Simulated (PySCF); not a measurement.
N₂O. Atoms are numbered in the order given.

```xyz
3

N      0.0000     0.0000    -1.1894
N      0.0000     0.0000    -0.0713
O      0.0000     0.0000     1.1031
```
Charge 0, spin multiplicity 1.

Geometry: PBE0-D3(BJ)/def2-TZVP.

These are HF/pcSseg-2 (PySCF) values and carry that method's errors.

GIAO shieldings, no solvent; atoms alike by connectivity are averaged. δ = σ(ref) − σ: ¹⁵N against NH3 (σ = 262.2 ppm); ¹⁷O against H2O (σ = 326.0 ppm), references at their B3LYP-D3(BJ)/def2-TZVP geometries, non-relativistic.

```csv
nucleus,atoms,count,δ (ppm)
¹⁵N,N2,1,287.7
¹⁵N,N1,1,188.7
¹⁷O,O3,1,133.2
```
